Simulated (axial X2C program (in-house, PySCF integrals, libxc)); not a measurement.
Li₂⁻: properties at the nuclei

Computed with an axial X2C code built on PySCF integrals: two-component X2C with atomic mean-field Coulomb and Gaunt terms, Gaussian nuclei, basis Li dyall-av3z with contracted cores.

R = 3.080 Å (near the PBE0 minimum at charge -1 of the determinant lowest at the starting distance; the state shown can have its own minimum elsewhere).

Input and command:
```json
{"zs": [3, 3], "q": -1, "bas": ["dyall-av3z", "dyall-av3z"], "r0": 2.66, "levels": ["PBE0", "HF", "PBE50", "BP86", "PBE"], "nst": 3}
```
```bash
python soeom.py task.json out
```

Keys: zs atomic numbers; q charge; bas basis sets; r0 starting distance in Å; levels methods; nst determinants followed.

Determinant lowest in the PBE0 search, Ω = 1/2 (⟨Sz⟩ = 0.50, ⟨Lz⟩ = 0.00 at PBE0), spin on the atoms Li 0.25, Li 0.25:

```tsv
level	A∥/gI Li (MHz)	qzz Li (a.u.)
PBE0	31	-0.01
HF	10	-0.02
PBE50	30.1	-0.01
BP86	31	-0.01
PBE	28.9	-0.01
```

Determinant 0.60 eV from it at PBE0 and this distance, Ω = 3/2 (⟨Sz⟩ = 0.50, ⟨Lz⟩ = 1.00 at PBE0), spin on the atoms Li 0.25, Li 0.25:

```json
{"level": "PBE0", "A∥/gI Li (MHz)": "-1.26", "qzz Li (a.u.)": "0.00"}
{"level": "HF", "A∥/gI Li (MHz)": "-1.66", "qzz Li (a.u.)": "0.00"}
{"level": "PBE50", "A∥/gI Li (MHz)": "-1.27", "qzz Li (a.u.)": "0.00"}
{"level": "BP86", "A∥/gI Li (MHz)": "-0.758", "qzz Li (a.u.)": "0.00"}
{"level": "PBE", "A∥/gI Li (MHz)": "-1.17", "qzz Li (a.u.)": "0.00"}
```

A∥ (defined per Ω) follows by multiplying with gI = μI/(I μN); qzz is the electric field gradient, eQq0 = 234.96 MHz × Q/barn × qzz. The operators were transformed with the bare-nucleus X2C matrices; with these basis sets, hyperfine constants and field gradients can be off by tens of per cent, and where levels differ in sign neither size nor sign is settled.

Each state is one determinant with collinear spin. Unrestricted Hartree–Fock can overshoot spin polarisation at the nuclei. For an anion, determinants above electron detachment, or with a positive highest level, are held by the basis set. The search compared states at one distance, so a state with another bond length can lie lower. Further determinants of the search, some of them spin-mixed, are not shown. Where a field gradient or hyperfine factor spreads by more than a factor of two over the levels, a constant derived from it is not to be relied on. PBE0 term energies can be off by some tenths of an eV.
